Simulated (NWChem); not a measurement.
Species: silicon monoxide (SiO, singlet); SMILES O=[Si]

```xyz
2

Si     0.0000     0.0000     0.5487
O      0.0000     0.0000    -0.9601
```
Atoms are numbered in this order, from 1.

Low-valent species are run as closed-shell singlets; no triplet was tried in these runs. The geometry was optimised at PBE0-D3(BJ)/def2-TZVP.

**Question.** Split the isotropic spin-spin couplings (Hz) from B3LYP/pcJ-1 (NWChem) into Fermi-contact, spin-dipolar, paramagnetic and diamagnetic spin-orbit terms, for the pairs 1–2.

**Answer.** 
```json
[
 {"pair": "29Si(1)–17O(2)", "FC": "-48.36", "SD": "9.32", "PSO": "-32.93", "DSO": "-0.02", "total": "-71.98"}
]
```
